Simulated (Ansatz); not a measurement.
HCl beside SiH4O: one fragment in the basis of the whole pair (the partner's atoms are ghosts).

in.yaml

```yaml
crystal:
  periodic: [false, false, false]
  atoms:
    - {symbol: Si, position_ang: [0.058696, 0.025002, 1.052748]}
    - {symbol: O, position_ang: [-1.265373, -0.561560, 0.279776]}
    - {symbol: H, position_ang: [0.004423, 1.498910, 1.243569]}
    - {symbol: H, position_ang: [0.126602, -0.659738, 2.362647]}
    - {symbol: H, position_ang: [1.307752, -0.271947, 0.282003]}
    - {symbol: H, position_ang: [-1.384646, -0.300149, -0.636946]}
basis:
  gaussian:
    orbitals: "def2-TZVPPD.json"
    ghost_atoms:
      - {symbol: Cl, position_ang: [0.128599, 0.298094, -2.722245]}
      - {symbol: H, position_ang: [1.023846, -0.028612, -1.861552]}
hamiltonian: {xc: {name: wB97X-V}}
```

The basis file named in the input lies beside it (Basis Set Exchange, JSON).

Command:

```bash
ansatz run in.yaml --threads 4 --pin off --events-out ev --progress --plain --max-ram 9574MiB
```

Output of Ansatz 0.2.0:

```
Functional definition: wB97X-V
  name "wB97X-V"
  cite "Mardirossian & Head-Gordon, Phys. Chem. Chem. Phys. 16, 9904 (2014) doi:10.1039/C3CP54374A"
  cite "Becke, J. Chem. Phys. 107, 8554 (1997) doi:10.1063/1.475007"
  cite "Vydrov & Van Voorhis, J. Chem. Phys. 133, 244103 (2010) doi:10.1063/1.3521275"
  parameter omega = 0.3/bohr
  parameter cx = 0.167
  parameter cx1 = 0.603
  parameter cx2 = 1.194
  parameter css0 = 0.556
  parameter css1 = -0.257
  parameter cos0 = 1.219
  parameter cos1 = -1.850
  parameter b = 6.0
  parameter c = 0.01
  exchange = spin_sum(e_x_unif_sr(omega)*poly(b97_u_x, 1 - cx, cx1, cx2)) + cx*exact_x_sr(omega) + exact_x_lr(omega)
  correlation = spin_sum(e_c_pw_same_spin*poly(b97_u_same, css0, css1))
      + integral(e_c_pw_opposite_spin*poly(b97_u_opposite, cos0, cos1)) + vv10(b, c)
1110 factors; their error is unknown
303 factors; integrals over basis functions are off by at most 4.1e-5 eV
mean field evaluation 1: about -9986.7045 eV, gradient 4.6e1 eV
mean field evaluation 2: about -9985.6596 eV, gradient 5.3e1 eV
mean field evaluation 4: about -9990.0090 eV, gradient 3.3e-1 eV
mean field evaluation 8: about -9990.0232 eV, gradient 2.9e-1 eV
mean field -9990.02332532 eV, -367.1265857245 hartree, gradient 7.4e-5 eV, S^2 0.000000; 0 other end points of the search recorded, 0 dependent functions left out
reference -9990.02332311 eV, -367.1265856434 hartree; 13, 13 occupied and 211, 211 virtual orbitals, 1110 factors
Total energy: -9990.02332311 eV, -367.1265856434 hartree
```

The run took about 4.4 s on 4 CPU threads of an Arm Neoverse V1 (shared host).
